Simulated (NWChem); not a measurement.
# Total energies of C (+1)

```
C
```
Charge +1, spin multiplicity 2.

The numbers come from NWChem runs, not from measurements.

Basis set: def2-TZVP (31 functions).

| method | total energy (Ha) |
|---|---|
| UHF | -37.29554 |
| UMP2 | -37.34547 |
| UB2PLYP | -37.41052 |
| UPBE | -37.37216 |
| UB3LYP | -37.43552 |
| UTPSS | -37.44382 |

Total energies of different functionals aren't comparable as a measure of quality: only differences taken within one method are. 

The correlated methods keep 1 core orbital frozen. B3LYP has NWChem's definition, with VWN1-RPA local correlation. No SCF solution was tested for a lower state. Open-shell Hartree-Fock references start from PBE0 orbitals.
